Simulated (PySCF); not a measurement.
CHO, SMILES O=[CH] (connectivity only; charge and spin as stated), charge +1, multiplicity 1.

The structure is a stationary point at r2SCAN-D4/def2-TZVPD. The isomer is the one that the SMILES or the coordinates give; other isomers of the formula were not compared.

Two levels are set side by side: TDDFT-PBE/def2-TZVPD (PySCF) and TDDFT-B3LYP/def2-TZVPD (PySCF). Vertical, same geometry. The lowest singlet is HOMO→LUMO 50 %, HOMO−1→LUMO+1 50 % with PBE and HOMO→LUMO 50 %, HOMO−1→LUMO+1 50 % with the other functional; states are paired by order. Differences are taken from unrounded values.

```csv
quantity,TDDFT-PBE
lowest singlet excitation (eV),9.74
lowest triplet excitation (TDA) (eV),7.88
first bright state (f over 0.05) (eV),14.03
its oscillator strength,0.08
```

Q: These are the TDDFT-PBE values. What does TDDFT-B3LYP give? (The exact figures need the calculation; the answer reports its results.)

A: 
```json
[
 {"quantity": "lowest singlet excitation (eV)", "TDDFT-B3LYP": "9.48", "TDDFT-PBE minus TDDFT-B3LYP": "0.26"},
 {"quantity": "lowest triplet excitation (TDA) (eV)", "TDDFT-B3LYP": "7.75", "TDDFT-PBE minus TDDFT-B3LYP": "0.13"},
 {"quantity": "first bright state (f over 0.05) (eV)", "TDDFT-B3LYP": "14.41", "TDDFT-PBE minus TDDFT-B3LYP": "-0.38"},
 {"quantity": "its oscillator strength", "TDDFT-B3LYP": "0.23", "TDDFT-PBE minus TDDFT-B3LYP": "-0.15"}
]
```

Rough cost on one machine, each run with all the roots and properties that it gave: TDDFT-B3LYP against TDDFT-PBE about 3 times.
